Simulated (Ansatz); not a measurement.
# Te (model structure, started from the beta-Sn type, I4₁/amd, No. 141, 2 atoms in the cell): properties by level of theory

| level (code) | lattice parameter a (Å) | c axis length (Å) |
|---|---|---|
| PBE (Ansatz) | 6.383 | 3.157 |
| PBEsol (Ansatz) | 6.268 | 3.111 |
| PBE-D3(BJ) (Ansatz) | 6.265 | 3.124 |

Ansatz's density-functional and Hartree–Fock values are scalar-relativistic unless marked +SOC, with PAW data made under PBE.

A model structure was made by putting elements into a prototype or built by hand; it is no filed structure, need not be a known phase, and can be a saddle point held by its symmetry.

Ansatz is a quantum-chemistry and plane-wave program.
